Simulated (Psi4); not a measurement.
# Psi4 timings: SiCl (SMILES [Si]Cl)

SiCl: 2 atoms, total charge 0, spin state doublet. SMILES: `[Si]Cl`. Geometry: relaxed at PBE0-D4/def2-TZVP.

```xyz
2

Si    0.8818   -0.2937    0.4521
Cl   -0.8818    0.2937   -0.4521
```

Program: Psi4 1.11. Hardware: 1 thread of Intel Xeon at 2.70GHz, shared host, so times are rough. Two-electron integrals are exact unless an approximation is named.

Q: Estimate their order by wall time, quickest first.
A. energy at UHF/3-21G
B. energy at UDSD-PBEP86/aug-cc-pVTZ (density fitting for correlation), 10 core orbitals frozen, grid 99 radial × 590 angular
C. energy at UOMP2/aug-cc-pVTZ (density fitting for correlation), 10 core orbitals frozen

A: A (2.8 s), B (19 s), C (62 s).
